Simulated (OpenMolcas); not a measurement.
How basis sets differ on BF (SMILES [B]F)

BF has 2 atoms, charge 0, and is taken as a singlet. SMILES: `[B]F`. The coordinates come from a PBE0-D4/def2-TZVP relaxation.

```xyz
2

B     0.0000    0.0000   -0.0094
F     0.0000    0.0000    1.2537
```

Each level gives the dipole moment (D). The values are calculated.

| level | kind | program | value (D) |
| --- | --- | --- | --- |
| HF/ANO-S-MB | Hartree–Fock | OpenMolcas | 0.67 |
| HF/STO-3G | Hartree–Fock | OpenMolcas | 1.10 |
| HF/3-21G | Hartree–Fock | OpenMolcas | 0.78 |
| HF/def2-TZVPPD | Hartree–Fock | OpenMolcas | 0.87 |

The values span 0.67 to 1.10 D. Magnitudes only: a small dipole may point the other way at some levels. Sets without polarisation functions give poor dipoles.
